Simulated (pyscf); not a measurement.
Single points on ωB97X-D3(BJ)/def2-SVP structures (PySCF, gas phase). Correlated levels are frozen-core, on RHF or UHF. ΔMP2 is the change of the MP2 total energy from the triple- to the quadruple-zeta basis.

### Question
What is the homolytic dissociation enthalpy (298 K, CCSD(T)/def2-TZVPP + ΔMP2(QZVPP)) of the B–S bond of HS–B(Br)–Br, to SH• + [Br–B–Br]•?

### Answer
B–S to SH• + [Br–B–Br]•: 103.7 kcal/mol. The radicals are drawn with the spin at the cut bond; how far it spreads was not checked. The CCSD(T) − MP2 part came from Ansatz, without density fitting, on the same reference. The frozen core leaves the outer d or s,p core shells of the metals and heavy elements correlated in the MP2 and CC values, and def2-TZVPP describes them poorly, which can shift differences by a few kcal/mol. Left out: the spin-orbit lowering of SH. Elements up to Kr have no core potential and no relativistic terms here.
